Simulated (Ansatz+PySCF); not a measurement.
The numbers below are computed, except where a source is named.
This Ansatz input gave a total energy of -138.92938 hartree.

```yaml
crystal:
  periodic: [false, false, false]
  atoms:
    - { symbol: C, position_ang: [0.0, 0.0, -0.61873] }
    - { symbol: F, position_ang: [0.0, 0.0, 0.74469] }
    - { symbol: H, position_ang: [0.0, -1.03603, -0.99661] }
    - { symbol: H, position_ang: [-0.89723, 0.51802, -0.99661] }
    - { symbol: H, position_ang: [0.89723, 0.51802, -0.99661] }
basis:
  gaussian: { orbitals: def2-SVP }
magnetization:
  spin_polarized: true
hamiltonian:
  xc: hf
```

(1) Write an input for PySCF with the same method and basis set.

Results:

(1)

```python
from pyscf import gto, scf

mol = gto.M(atom="""
C 0.000000 0.000000 -0.618730
F 0.000000 0.000000 0.744690
H 0.000000 -1.036030 -0.996610
H -0.897230 0.518020 -0.996610
H 0.897230 0.518020 -0.996610
""", basis='def2-svp', charge=0, spin=0)
mf = scf.UHF(mol)
mf.init_guess = 'minao'
mf.kernel()
while True:  # follow internal instabilities
    mo, _, stable, _ = mf.stability(return_status=True)
    if stable: break
    mf.kernel(mf.make_rdm1(mo, mf.mo_occ))
print(mf.converged, mf.e_tot, mf.spin_square()[0])
```

PySCF 2.14.0 gave -138.92938 hartree, 0.00 meV from the first.
